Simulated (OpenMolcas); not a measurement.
## How methods differ on SiH3S (SMILES [SiH3][S])

SiH3S has 5 atoms, charge 0, and is taken as a doublet. SMILES: `[SiH3][S]`. Geometry: relaxed at GFN2-xTB.

```xyz
5

Si   -0.1678    0.0292   -0.0230
S     1.8965   -0.3401    0.2805
H    -0.8846   -0.6644    1.0382
H    -0.4973   -0.4981   -1.3401
H    -0.3469    1.4735    0.0444
```

Each level gives the energy change with the Si1–H3 bond stretched from 1.456 to 2.913 Å (eV). The values are calculated.

```json
{"level": "USVWN5/STO-3G", "kind": "LDA", "program": "OpenMolcas", "value (eV)": "4.54", "less FCI/STO-3G": "+0.51"}
{"level": "UPBE/STO-3G", "kind": "GGA", "program": "OpenMolcas", "value (eV)": "4.29", "less FCI/STO-3G": "+0.26"}
{"level": "U-r2SCAN/STO-3G", "kind": "meta-GGA", "program": "OpenMolcas", "value (eV)": "4.44", "less FCI/STO-3G": "+0.41"}
{"level": "UB3LYP/STO-3G", "kind": "global hybrid", "program": "OpenMolcas", "value (eV)": "4.81", "less FCI/STO-3G": "+0.78"}
{"level": "UM06-2X/STO-3G", "kind": "hybrid meta-GGA", "program": "OpenMolcas", "value (eV)": "4.98", "less FCI/STO-3G": "+0.95"}
{"level": "CASSCF(3,3)/STO-3G", "kind": "multireference", "program": "OpenMolcas", "value (eV)": "4.50", "less FCI/STO-3G": "+0.47"}
{"level": "FCI/STO-3G", "kind": "exact in the basis", "program": "OpenMolcas", "value (eV)": "4.03", "less FCI/STO-3G": "0.00"}
```

FCI/STO-3G is exact within its basis and frozen core, so for wave-function methods in that basis the difference is their error; functionals converge differently with the basis, so for them it is only a difference. The first shape isn't each level's own minimum. The values span 4.03 to 4.98 eV. Spin contamination of the reference (⟨S²⟩ at least 0.1 too high) touches UPBE/STO-3G, U-r2SCAN/STO-3G, UB3LYP/STO-3G, UM06-2X/STO-3G. All rows use very small basis sets, so even the best lies far from the true value.
